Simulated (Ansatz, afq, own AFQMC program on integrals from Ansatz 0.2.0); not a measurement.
GeH₅O, doublet in cc-pVDZ along one coordinate

```xyz
7

O    -2.2762   -0.0100    0.0000
H    -2.5255    0.9166    0.0000
H    -1.3167   -0.0100    0.0000
Ge    0.5138   -0.0100    0.0000
H     0.9824   -1.4759    0.0000
H     0.9824    0.7230   -1.2695
H     0.9824    0.7230    1.2695
```

A hydrogen atom is moved from one rigid fragment to the other; the O1–H3 distance tells how far. The two fragments are held close together, so this isn't a minimum-energy path and the start is a compressed complex. Energies in kcal/mol count from this geometry (0.960 Å) at the same level; the start stands on UHF, each point on the determinant named.

Basis cc-pVDZ. Noble-gas cores (and the filled d shells of Ga–Kr and In–Xe) are frozen. Integrals, coupled cluster, full CI and functionals: Ansatz 0.2.0; the random walks run on the same integrals in our own AFQMC program. The CISD trial takes its coefficients from CCSD amplitudes. Released means that phaseless walkers are propagated on without the constraint, phases kept. Error bars are statistical, one sigma. No spin–orbit coupling.

Cautions, each for one point or more: inner d shell frozen; no relativity below Rb; no spin-orbit coupling.

| r(O1–H3) / Å | det. | T1 | weight | ⟨S²⟩ | PBE0 | CCSD | CCSD(T) |
| --- | --- | --- | --- | --- | --- | --- | --- |
| 1.045 | UHF | 0.013 | 0.88 | 0.76 | 1.8 | 3.2 | 2.9 |
| 1.088 | UHF | 0.014 | 0.87 | 0.77 | 4.2 | 6.2 | 5.9 |
| 1.131 | UHF | 0.015 | 0.87 | 0.78 | 7.0 | 9.6 | 9.2 |
| 1.174 | UHF | 0.018 | 0.87 | 0.78 | 10.1 | 13.0 | 12.7 |
| 1.260 | UHF | 0.022 | 0.87 | 0.78 | 16.3 | 19.5 | 19.2 |

Question: Estimate the curve of CCSDT(Q), counted from the same start.

Answer: 
```csv
r(O1–H3) / Å,det.,T1,weight,⟨S²⟩,CCSDT(Q),ph-AFQMC/CISD,released AFQMC
1.045,UHF,0.013,0.88,0.76,2.9,3.1 ± 0.2,2.9 ± 0.2
1.088,UHF,0.014,0.87,0.77,5.8,5.9 ± 0.1,6.0 ± 0.2
1.131,UHF,0.015,0.87,0.78,9.1,9.3 ± 0.1,9.2 ± 0.2
1.174,UHF,0.018,0.87,0.78,12.5,12.7 ± 0.1,12.6 ± 0.2
1.260,UHF,0.022,0.87,0.78,19.1,19.4 ± 0.1,19.3 ± 0.2
```

Weight is that of the determinant in the CISD state; at the start T1 is 0.011 and the weight 0.88, and ⟨S²⟩ is 0.76. Largest departures from CCSDT(Q), at the points where its series has closed: CCSD(T) 0.2 kcal/mol at 1.174 (on UHF), ph-AFQMC/CISD 0.3 kcal/mol at 1.260 (on UHF), released AFQMC 0.2 kcal/mol at 1.088 (on UHF) (within the noise), PBE0 -2.8 kcal/mol at 1.260, CCSD 0.5 kcal/mol at 1.174 (on UHF). Functionals count only at points shown to share the start's state and spin. In this small basis the wave-function levels are far from their limit, so their gap to the functionals isn't the functionals' error.

A walk keeps the symmetry of its determinant, which the program's search chose and which needn't be the lowest solution, so a lower state of the same spin and another symmetry isn't excluded. Released energies are given only where the last usable release times agree within the noise; a slower fall can still hide under it.
